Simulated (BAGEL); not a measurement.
# SiH2S (SMILES [SiH]S) at FCI/STO-3G (density fitting with qzvpp-jkfit)

What is the energy change on altering one bond length of SiH2S at FCI/STO-3G (density fitting with qzvpp-jkfit)? 

The calculation is run with BAGEL 1.2.2.

2 further runs of the same task are left out: 2 set aside as unsound or not needed.

### Step 1. The molecule

The species is SiH2S (4 atoms), meant as a singlet with charge 0. As SMILES, `[SiH]S`. Geometry: relaxed at PBE0-D4/def2-TZVP.

Bond lengths: Si1–S2 2.115 Å, Si1–H3 1.525 Å, S2–H4 1.346 Å. Angles: Si1–S2–H4 97.5°, S2–Si1–H3 89.3°.

### Step 2. A single-point energy at FCI/STO-3G (density fitting with qzvpp-jkfit)

fci.json reads:

```json
{ "bagel" : [

{
  "title" : "molecule",
  "basis" : "sto-3g",
  "df_basis" : "qzvpp-jkfit",
  "angstrom" : true,
  "geometry" : [
    { "atom" : "Si", "xyz" : [   -0.262800,   -1.074400,    0.161100 ] },
    { "atom" : "S", "xyz" : [    0.190500,    0.958800,   -0.206600 ] },
    { "atom" : "H", "xyz" : [    1.017500,   -1.190800,    0.981400 ] },
    { "atom" : "H", "xyz" : [   -0.889700,    1.246000,   -0.956200 ] }
  ]
},
{
  "title" : "hf"
},
{
  "title" : "fci",
  "nstate" : 1,
  "ncore" : 10
}

]}
```

Run with:

```
BAGEL_NUM_THREADS=1 BAGEL fci.json > fci.out
```

What it wrote:

```text
* using 1 threads per process

  ===============================================================
  ===============================================================

  *** Geometry ***

  { "atom" : "Si", "xyz" : [     -0.496620,     -2.030322,      0.304435 ] },
  { "atom" : "S", "xyz" : [      0.359993,      1.811869,     -0.390417 ] },
  { "atom" : "H", "xyz" : [      1.922796,     -2.250286,      1.854577 ] },
  { "atom" : "H", "xyz" : [     -1.681289,      2.354599,     -1.806956 ] },

  Number of auxiliary basis functions:      292

  Since a DF basis is specified, we compute 2- and 3-index integrals:
    o Being stored without compression. Storage requirement is 0.001 GB

  Number of basis functions:       20
  Number of electrons      :       32

    * METHOD: MOLECULE                             0.04

  *** RHF ***

  === Nuclear Repulsion ===
    73.3930779373

      * DIIS with orbital gradients will be used.

  === RHF iteration (sto-3g) ===
      0       -679.86509006          0.01216584           0.00
      1       -679.89202376          0.00352438           0.00
      2       -679.89432627          0.00058478           0.00
[... 6 lines of this table left out ...]
      9       -679.89449182          0.00000001           0.00
    * SCF iteration converged.

    * Permanent dipole moment:
           (    0.331134,     0.328651,     0.098136) a.u.

    * METHOD: HF                                   0.07

  ---------------------------
        FCI calculation
  ---------------------------

  Performs exactly the same way as Knowles & Handy 1984 CPL

  o alpha-beta strings
      length:           420
  o size of the space
      determinant space:  44100
      spin-adapted space: 13860

  o single displacement lists (alpha)
      length:          6300
  o single displacement lists (beta)
      length:          6300

     guess   0:   closed 111111....           open ..........

  === FCI iteration ===

      0  0      -679.89449182     1.49e-03      0.04
      1  0      -679.96678532     6.74e-04      0.04
      2  0      -679.97689122     3.22e-04      0.04
[... 16 lines of this table left out ...]
     19  0 *    -679.97981750     4.44e-11      0.04

     * ci vector, state   0, <S^2> = 0.0000
       222222....    -0.9533225140
       22.222..2.     0.0764104115
       22222.2...     0.0736189225
       2222a2b...    -0.0693922784
       2222b2a...    -0.0693922784
       22222..2..     0.0661112911
       2222.22...     0.0587081547
       222.22.2..     0.0521178574
       222.22...2     0.0504829582

    * METHOD: FCI                                  0.80

  ===============================================================
```

Wall time 1.1 s (1 thread of Arm Neoverse V2, shared host).

### Step 3. The distorted shape, same level

input.json reads:

```json
{ "bagel": [

{
  "title": "molecule",
  "basis": "sto-3g",
  "df_basis": "qzvpp-jkfit",
  "angstrom": true,
  "geometry": [
    { "atom": "Si", "xyz": [      -0.330791,      -1.379361,       0.216252 ] },
    { "atom": "S", "xyz": [       0.190500,       0.958800,      -0.206600 ] },
    { "atom": "H", "xyz": [       0.949509,      -1.495761,       1.036552 ] },
    { "atom": "H", "xyz": [      -0.889700,       1.246000,      -0.956200 ] }
  ]
},

{ "title": "hf" },

{ "title": "fci", "nstate": 1, "ncore": 10 }

]}
```

Run with:

```
BAGEL_NUM_THREADS=1 BAGEL input.json > input.out
```

What it wrote:

```text
* using 1 threads per process

  ===============================================================
  ===============================================================

  *** Geometry ***

  { "atom" : "Si", "xyz" : [     -0.625104,     -2.606615,      0.408657 ] },
  { "atom" : "S", "xyz" : [      0.359993,      1.811869,     -0.390417 ] },
  { "atom" : "H", "xyz" : [      1.794312,     -2.826579,      1.958799 ] },
  { "atom" : "H", "xyz" : [     -1.681289,      2.354599,     -1.806956 ] },

  Number of auxiliary basis functions:      292

  Since a DF basis is specified, we compute 2- and 3-index integrals:
    o Being stored without compression. Storage requirement is 0.001 GB

  Number of basis functions:       20
  Number of electrons      :       32

    * METHOD: MOLECULE                             0.04

  *** RHF ***

  === Nuclear Repulsion ===
    65.5102136029

      * DIIS with orbital gradients will be used.

  === RHF iteration (sto-3g) ===
      0       -679.79721362          0.01691960           0.00
      1       -679.84912483          0.00684712           0.00
      2       -679.85767336          0.00098481           0.00
[... 7 lines of this table left out ...]
     10       -679.85829618          0.00000001           0.00
    * SCF iteration converged.

    * Permanent dipole moment:
           (    0.374838,     0.825741,    -0.032905) a.u.

    * METHOD: HF                                   0.07

  ---------------------------
        FCI calculation
  ---------------------------

  Performs exactly the same way as Knowles & Handy 1984 CPL

  o alpha-beta strings
      length:           420
  o size of the space
      determinant space:  44100
      spin-adapted space: 13860

  o single displacement lists (alpha)
      length:          6300
  o single displacement lists (beta)
      length:          6300

     guess   0:   closed 111111....           open ..........

  === FCI iteration ===

      0  0      -679.85829618     1.47e-03      0.04
      1  0      -679.93427849     7.04e-04      0.04
      2  0      -679.94613667     3.68e-04      0.04
[... 16 lines of this table left out ...]
     19  0      -679.95083570     3.54e-10      0.04
    ** throwing out 1 trial vectors **
     20  0      -679.95083570     1.45e-10      0.04
    ** throwing out 1 trial vectors **
     21  0 *    -679.95083570     5.70e-11      0.04

     * ci vector, state   0, <S^2> = -0.0000
       222222....     0.9373412794
       22222..2..    -0.1214716446
       2222a2b...    -0.0989270384
       2222b2a...    -0.0989270384
       22.222...2    -0.0866710141
       222.22..2.    -0.0727623233
       2222abba..     0.0668104979
       2222baab..     0.0668104979
       2222aabb..    -0.0597916012
       2222bbaa..    -0.0597916012
       2.22222...    -0.0533399205

    * METHOD: FCI                                  0.90

  ===============================================================
```

Run time: 1.2 s. Hardware: 1 thread of Arm Neoverse V2, shared host.

### Step 4. Results

At FCI/STO-3G (density fitting with qzvpp-jkfit), 10 core orbitals frozen:

| quantity | value |
| --- | --- |
| first shape: total energy | -679.97982 Eh |
| distorted shape: total energy | -679.95084 Eh |
| energy change with the Si1–S2 bond stretched from 2.115 to 2.433 Å | 0.789 eV |

In words: With the Si1–S2 bond stretched from 2.115 to 2.433 Å the energy rises by 0.79 eV (76.1 kJ/mol). The first shape isn't relaxed at this level, so the change isn't measured from a minimum. The minimal basis adds a large error of its own.
